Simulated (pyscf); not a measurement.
`[SiH3][SH]` + `[NH2][SiH3]` → `[SiH3][NH][SiH3]` + `[SH2]`, a four-centre exchange (singlet surface; S–Si, H–N broken, N–Si, H–S formed). PySCF, gas phase, ωB97X-D3(BJ)/def2-SVP geometries. Energies in eV from the separated reactants.

Small-basis levels: PySCF, no dispersion term, spherical d functions. AM1 to PM7: differences of heats of formation from MOPAC, which are fitted to 298 K values and so differ in kind from electronic energies by zero-point and thermal terms. GFN2-xTB: tblite. Cost: rough CPU time at the saddle relative to B3LYP/6-31G*, from one job on a shared machine.

```csv
level,barrier,reaction energy,cost
HF/STO-3G,2.47,+0.05,0.04
HF/3-21G,?,-0.30,0.06
HF/6-31G*,1.64,-0.01,0.09
SVWN5/6-31G*,0.34,+0.09,1
PBE/6-31G*,0.82,+0.13,2
B3LYP/3-21G,0.13,-0.16,0.7
M06-2X/6-31G*,0.84,-0.02,2
B3LYP/6-311+G**,?,+0.03,2
GFN2-xTB,0.78,-0.02,under 0.02
PM3,0.25,-0.60,under 0.02
PM6,0.66,-0.43,under 0.02
PM7,1.15,-0.37,under 0.02
ωB97M-D3(BJ)/def2-TZVP,?,-0.01,–
```

Question: Some entries are withheld; supply them.

Answer: 
- HF/3-21G, barrier: 0.44
- B3LYP/6-311+G**, barrier: 1.16
- ωB97M-D3(BJ)/def2-TZVP, barrier: 1.00

Against the last row the barrier runs from -0.87 (B3LYP/3-21G) to +1.47 eV (HF/STO-3G). ωB97M-D3(BJ)/def2-TZVP has limits of its own. On the reactant side the descent ends in a complex, 0.21 eV under the separated species and 1.19 eV under the saddle at ωB97X-D3(BJ)/def2-TZVP. This is the saddle that the search found; another between the same sides may lie lower.
